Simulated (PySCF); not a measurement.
Compound: 1-chloro-1-propene(E), C3H5Cl.
Numbering: `[CH3:1]/[CH:2]=[CH:3]/[Cl:4]` (hydrogens: H5, H6, H7 on C1; H8 on C2; H9 on C3)

The same species was optimised twice, with GFN2-xTB and with PBE0-D3(BJ)/def2-SVP (PySCF), and the same property calculations (PySCF, gas phase) were run on both structures.

```tsv
coordinate	GFN2-xTB	PBE0-D3(BJ)/def2-SVP	change
C2–H8 (Å)	1.081	1.096	+0.015
C3–H9 (Å)	1.079	1.094	+0.015
C1–H7 (Å)	1.089	1.103	+0.014
C1–H6 (Å)	1.089	1.103	+0.014
C1–H5 (Å)	1.087	1.100	+0.013
C2=C3 (Å)	1.321	1.333	+0.012
C3–Cl4 (Å)	1.723	1.728	+0.005
C1–C2 (Å)	1.491	1.492	+0.001
C3–C2–H8 (°)	120.2	118.3	-1.9
C1–C2–H8 (°)	116.4	117.8	+1.4
H6–C1–H7 (°)	107.7	106.6	-1.1
C2–C1–H6 (°)	110.0	111.0	+1.0
C2–C1–H7 (°)	110.0	111.0	+1.0
H5–C1–H7 (°)	109.0	108.1	-0.9
H5–C1–H6 (°)	109.0	108.1	-0.9
C2–C1–H5 (°)	111.2	111.9	+0.7
```

Rotational constants: A = 42015, B = 2475, C = 2371 MHz (GFN2-xTB) against A = 41598, B = 2446, C = 2344 MHz (PBE0-D3(BJ)/def2-SVP). Point groups within 0.08 Å: Cs and Cs.

On the GFN2-xTB structure: lowest singlet, TDDFT (eV) 6.64 [CAM-B3LYP/def2-SVPD]; lowest triplet, Tamm–Dancoff (eV) 4.19 [CAM-B3LYP/def2-SVPD]; isotropic polarisability (au) 52.7 [CAM-B3LYP/def2-SVPD]; HOMO (eV) -8.50 [CAM-B3LYP/def2-SVPD]; LUMO (eV) 1.15 [CAM-B3LYP/def2-SVPD]; dipole (D) 2.04 [CAM-B3LYP/def2-SVPD]; HOMO (eV) -7.17 [PBE0/pcSseg-1]; LUMO (eV) 0.13 [PBE0/pcSseg-1]; dipole (D) 2.03 [PBE0/pcSseg-1]; GIAO shielding of C1 (ppm) 167.0 [PBE0/pcSseg-1]; GIAO shielding of C2 (ppm) 49.3 [PBE0/pcSseg-1]; GIAO shielding of C3 (ppm) 56.7 [PBE0/pcSseg-1]; GIAO shielding of Cl4 (ppm) 750.2 [PBE0/pcSseg-1].

**Question.** What do these properties become on the PBE0-D3(BJ)/def2-SVP structure?

**Answer.** 
```csv
property,level,on GFN2-xTB,on PBE0-D3(BJ)/def2-SVP,change
"lowest singlet, TDDFT (eV)",CAM-B3LYP/def2-SVPD,6.64,6.58,-0.06
"lowest triplet, Tamm–Dancoff (eV)",CAM-B3LYP/def2-SVPD,4.19,4.08,-0.11
isotropic polarisability (au),CAM-B3LYP/def2-SVPD,52.7,53.6,+0.9
HOMO (eV),CAM-B3LYP/def2-SVPD,-8.50,-8.48,+0.02
LUMO (eV),CAM-B3LYP/def2-SVPD,1.15,1.07,-0.08
dipole (D),CAM-B3LYP/def2-SVPD,2.04,2.03,-0.01
"energy, GFN2-xTB geometry as zero (kcal/mol)",CAM-B3LYP/def2-SVPD,0.0,-0.4,-0.4
HOMO (eV),PBE0/pcSseg-1,-7.17,-7.16,+0.01
LUMO (eV),PBE0/pcSseg-1,0.13,0.05,-0.08
dipole (D),PBE0/pcSseg-1,2.03,2.02,-0.01
"energy, GFN2-xTB geometry as zero (kcal/mol)",PBE0/pcSseg-1,0.0,-0.2,-0.2
GIAO shielding of C1 (ppm),PBE0/pcSseg-1,167.0,165.5,-1.5
GIAO shielding of C2 (ppm),PBE0/pcSseg-1,49.3,47.1,-2.2
GIAO shielding of C3 (ppm),PBE0/pcSseg-1,56.7,52.9,-3.8
GIAO shielding of Cl4 (ppm),PBE0/pcSseg-1,750.2,742.9,-7.3
```

The heavy atoms differ by 0.009 Å rms after alignment. Among all bonds C1–H6, C1–H7, C2–H8 and C3–H9 change most and about equally (+0.014 to +0.015 Å). Changes are differences of the printed values. Neither structure is proved a minimum here.
